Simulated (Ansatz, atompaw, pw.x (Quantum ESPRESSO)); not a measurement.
From atom to crystal: PAW (atompaw) potential for Te (Z = 52)

| Quantity | Value |
| --- | --- |
| Element | Te (Z = 52) |
| Generator | atompaw 4.2.0.5 |
| Type | PAW |
| Functional | PBEsol |
| Relativity | scalar-relativistic |
| Frozen core | [Kr] |
| Valence charge | 16 |
| Reference configuration | 4d10 5s1.75 5p4.25 |
| Partial waves | 5s (bound): rc 2.14 bohr; 5s channel at 0.65 Ry: rc 2.40 bohr; 5p (bound): rc 2.40 bohr; 5p channel at -0.1 Ry: rc 2.40 bohr; 4d (bound): rc 1.96 bohr; 4d channel at -2 Ry: rc 2.40 bohr |
| Local potential | bessel scheme, radius 2.34 bohr |
| Core correction | smooth core density matched at 1.34 bohr |
| Augmentation charge | besselshape compensation charge, radius 1.78 bohr; PAW radius 2.40 bohr; waves and projectors: custom polynom vanderbiltortho |

Atomic tests: cutoffs needed: 40 Ry and 70 Ry (the cutoffs (Ry, on a coarse ladder) from which the occupation-weighted sum of valence levels, in a spherical-Bessel basis at the reference potential, stays within 10 and 1 mRy of its value at 400 Ry); ghost test: no extra level below or beside the all-electron valence levels (s, p, d, f tested) (spherical-Bessel basis up to 400 Ry, 20 bohr box); lowest eigenvalue of the overlap operator: 0.11 (s channel).

Crystal test: bcc Te in pw.x 7.5, no spin, 12³ k-points, Fermi–Dirac smearing 0.01 Ry, cutoffs 85/850 Ry. The reference is all-electron LAPW (Ansatz 0.2.0) with the same functional, mesh and smearing; V0 and B0 come from Birch–Murnaghan fits to the pressures at five volumes. Errors are pseudo minus all-electron; Δ is the rms difference of the E(V) curves that follow from these fits, minima aligned, over ±6 % about the mean V0. Mesh and smearing are coarse, so the numbers serve the comparison and aren't converged zero-temperature values; the lattice is a test structure that the element need not adopt.

| V (Å³/atom) | P all-electron (GPa) | P pseudo (GPa) |
| --- | --- | --- |
| 25.579 | 3.77 | 5.21 |
| 26.252 | 1.75 | 3.00 |
| 26.925 | 0.01 | 1.13 |
| 27.598 | -1.49 | -0.48 |
| 28.271 | -2.78 | -1.87 |

All-electron: a0 = 3.776 Å (V0 = 26.93 Å³/atom), B0 = 64.5 GPa.

Pseudopotential: mean pressure error (GPa): +1.15; a0 (Å): 3.798; a0 error (%): +0.56; B0 error (%): -1.1; Δ (meV/atom): 6.5. This is a poor potential for the solid.

Question: At the middle volume, how do free energy and pressure move when the wave cutoff is lowered (ecutrho held at 850 Ry)?

Answer:

| cutoff (Ry) | shift of F (meV/atom) | shift of P (GPa) |
| --- | --- | --- |
| 38 | +160.3 | -4.43 |
| 51 | +21.4 | +0.01 |
| 68 | +4.3 | -0.25 |

The run at the middle volume (72 k-points, 6 iterations) took about 18 s on one core of a shared host (AMD EPYC 9R45 96-Core Processor, 96 threads, 376 GiB, load 31).
